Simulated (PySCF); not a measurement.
# FSN, singlet: computed properties

All numbers come from PBE0 in PySCF with S def2-TZVP, N def2-TZVP, F def2-TZVP; no relativity; density-fitted integrals.

The structure is a minimum.

```xyz
3
charge 0 multiplicity 1, angstrom
S    -0.0678    0.3985   -0.1772
N     0.0750   -0.4407   -1.3335
F     0.0588   -0.3459    1.2811
```

```json
{"Point group": "Cs", "Bond lengths": "S–F 1.642 Å, S–N 1.436 Å", "Bond angles": "F–S–N 116.3°", "Entropy at 298.15 K and 1 bar": "259.0 J/(mol K)", "Heat capacity Cp at 298.15 K": "43.5 J/(mol K)", "Atomisation energy without zero-point energy": "829 kJ/mol", "Highest occupied level": "-9.02 eV", "Principal quadrupole moments (Buckingham, traceless) about the centre of mass": "-5.19, 1.60, 3.60 D Å", "Rotational constants": "1.648, 0.2946, 0.25 cm⁻¹", "Dipole moment": "1.94 D", "Rotational symmetry number": "1", "Enthalpy at 298.15 K above 0 K": "11.08 kJ/mol", "Principal polarisabilities": "15.6, 20.5, 33.4 bohr³", "Zero-point energy": "15.1 kJ/mol", "Lowest empty level": "-3.29 eV"}
```

Harmonic modes (masses in u: S 31.972, N 14.003, F 18.998):
| symmetry | ω (cm⁻¹) | IR (km/mol) | μ (u) | type |
| --- | --- | --- | --- | --- |
| a' | 392 | 13.6 | 17.78 | bend |
| a' | 685 | 220 | 22.44 | stretch |
| a' | 1447 | 19.3 | 16.92 | stretch |

Charges (e):
| atom | Mulliken | Löwdin | polar tensor | Mayer order to S1 |
| --- | --- | --- | --- | --- |
| S1 | 0.47 | 0.60 | 0.90 | – |
| N2 | -0.23 | -0.40 | -0.25 | 2.59 |
| F3 | -0.24 | -0.20 | -0.66 | 0.89 |

Mulliken populations on S1: s 5.86, p 9.16, d 0.46, f 0.05.

Outer orbital energies (eV). occupied: -27.03, -18.31, -14.24, -13.78, -12.98, -10.97, -10.68, -9.02; empty: -3.29, -0.29, 1.81, 5.57.

Counting electrons, sulfur keeps 2 of its valence electrons outside its bonds, so the VSEPR class is AX2E1 and the expected shape is bent; with unlike ligands the computed point group is Cs.

Other isomers or separated fragments may lie lower.

The final relaxation and frequency run took 18 s on 2 threads of a shared Arm Neoverse V1 host, with 99 basis functions and 13 gradients; the process peaked at 0.89 GiB. Launch command: `OMP_NUM_THREADS=2 python axn.py task.json out`.
